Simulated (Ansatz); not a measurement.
```yaml
crystal:
  periodic: [false, false, false]
  atoms:
    - {symbol: C, position_ang: [0.982358, -0.027527, 0.579077]}
    - {symbol: C, position_ang: [-0.094385, 0.142178, -0.437223]}
    - {symbol: F, position_ang: [0.439111, 0.307768, -1.689887]}
    - {symbol: C, position_ang: [-1.454580, -0.266017, -0.363658]}
    - {symbol: N, position_ang: [-1.283670, 0.969407, -0.179136]}
    - {symbol: H, position_ang: [1.585152, -0.909518, 0.354412]}
    - {symbol: H, position_ang: [1.636902, 0.846890, 0.571754]}
    - {symbol: H, position_ang: [0.550854, -0.136772, 1.573419]}
    - {symbol: H, position_ang: [-2.273244, -0.972711, -0.425859]}
basis:
  gaussian: {orbitals: "6-31G*"}
total_charge: 1
magnetization: {spin_polarized: true, initial_magnetization: 1}
hamiltonian: {xc: {name: r2SCAN50}}
output: {forces: true}
```

```sh
$ ansatz run in.yaml --threads 2 --pin off --events-out ev --progress --plain --max-ram 4352MiB
```

Output, abridged:

```
Functional definition: r2SCAN50
823 factors; integrals over basis functions are off by at most 1.1e-3 eV
mean field evaluation 1: about -7360.2281 eV, gradient 3.4e1 eV
mean field evaluation 2: about -7360.9722 eV, gradient 3.4e1 eV
mean field evaluation 4: about -7364.8085 eV, gradient 2.0e0 eV
mean field evaluation 8: about -7364.8374 eV, gradient 2.4e-1 eV
mean field evaluation 16: about -7364.8408 eV, gradient 5.8e-3 eV
mean field -7364.84081428 eV, -270.6529078563 hartree, gradient 1.6e-5 eV, S^2 0.767516; 2 other end points of the search recorded, 0 dependent functions left out
reference -7364.84081744 eV, -270.6529079726 hartree; 19, 18 occupied and 64, 65 virtual orbitals, 823 factors
Total energy: -7364.84081744 eV, -270.6529079726 hartree
Atom 0 at     0.982358    -0.027527     0.579077 Å, force    -0.866761    -0.263755     0.179199 eV/Å
Atom 1 at    -0.094385     0.142178    -0.437223 Å, force     7.211928     1.385924    -2.321953 eV/Å
Atom 2 at     0.439111     0.307768    -1.689887 Å, force    -1.717519    -0.590780     2.628819 eV/Å
Atom 3 at    -1.454580    -0.266017    -0.363658 Å, force    -4.078553     3.653084     0.706974 eV/Å
Atom 4 at    -1.283670     0.969407    -0.179136 Å, force    -0.938605    -3.719018    -0.533256 eV/Å
Atom 5 at     1.585152    -0.909518     0.354412 Å, force    -0.051675     0.150551    -0.148121 eV/Å
Atom 6 at     1.636902     0.846890     0.571754 Å, force    -0.101735    -0.080071    -0.207460 eV/Å
Atom 7 at     0.550854    -0.136772     1.573419 Å, force     0.104788     0.028046    -0.184992 eV/Å
Atom 8 at    -2.273244    -0.972711    -0.425859 Å, force     0.438132    -0.563981    -0.119211 eV/Å
Dipole moment:    -0.510743    -0.466070     0.421649 e Å
```

It took 4.7 s on 2 threads of an Intel Xeon Platinum 8488C on a shared host, with 0.26 GiB of host memory at the peak.
